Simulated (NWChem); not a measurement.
H, doublet

Program: NWChem. Spin-unrestricted. No stability test was run on the SCF state. Total energies compare along this basis series because the functional is fixed.

```json
[
 {"level": "PBE0/cc-pVDZ", "basis functions": "5", "energy (Ha)": "-0.5003", "highest occupied level (eV)": "-9.06", "lowest empty minus highest occupied level, either spin (eV)": "8.95", "<S²>": "0.750"},
 {"level": "PBE0/aug-cc-pVDZ", "basis functions": "9", "energy (Ha)": "-0.5007", "highest occupied level (eV)": "-9.12", "lowest empty minus highest occupied level, either spin (eV)": "8.46", "<S²>": "0.750"},
 {"level": "PBE0/cc-pVTZ", "basis functions": "14", "energy (Ha)": "-0.5010", "highest occupied level (eV)": "-9.11", "lowest empty minus highest occupied level, either spin (eV)": "8.79", "<S²>": "0.750"},
 {"level": "PBE0/aug-cc-pVTZ", "basis functions": "23", "energy (Ha)": "-0.5011", "highest occupied level (eV)": "-9.13", "lowest empty minus highest occupied level, either spin (eV)": "8.46", "<S²>": "0.750"},
 {"level": "PBE0/cc-pVQZ", "basis functions": "30", "energy (Ha)": "-0.5012", "highest occupied level (eV)": "-9.12", "lowest empty minus highest occupied level, either spin (eV)": "8.71", "<S²>": "0.750"}
]
```
